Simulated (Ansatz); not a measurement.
# HCl+ (quartet): the correlation ladder, def2-TZVPP

An exercise on one series of results from a longer session: the logs are not shown, and one member is left open.

Program: Ansatz 0.2.0, Gaussian basis. Level of theory: def2-TZVPP, core rule «outside noble gas», up to 5 orbitals frozen. These are calculated values, not measurements.

To be run: UHF; ROHF; CCSD(T) on UHF.

## The system

The geometry is a PBE0/def2-TZVP stationary point (not a proven minimum) of the parent state, kept for this charge and spin.

2 atoms, charge 1, spin multiplicity 4.

Atoms are counted from 1 here; the program's logs count them from 0.

Bond lengths: Cl1–H2 1.321 Å.

Set-up of the first run:

Input file in.yaml:

```yaml
crystal:
  periodic: [false, false, false]
  atoms:
    - {symbol: Cl, position_ang: [0.000000, 0.000000, 0.000000]}
    - {symbol: H, position_ang: [0.000000, 0.000000, 1.321200]}
basis:
  gaussian: {orbitals: def2-TZVPP}
total_charge: 1
magnetization: {spin_polarized: true, initial_magnetization: 3}
hamiltonian: {xc: hf}
output: {orbitals: {seedname: orbitals}}
```

Run with:

```bash
ansatz run in.yaml --threads 1 --pin off --events-out ev --progress --plain --max-ram 2816MiB --backend cpu
```

Steps of the session up to this table: UHF; ROHF; CCSD(T) on UHF.

One table of the session follows, with a row left open; its other results are not shown here.

| method | from UCCSD(T) (meV) |
| --- | --- |
| ROHF | +4808.8 |
| UHF | +4630.4 |
| UMP2 | +859.9 |
| UCCSD | ? |
| UCCSD(T) | 0 |

**Question.** Estimate the row for UCCSD.

As computed: from UCCSD(T) (meV): +134.2. In the column «from UCCSD(T) (meV)» it lies between UCCSD(T) (0) and UMP2 (+859.9).
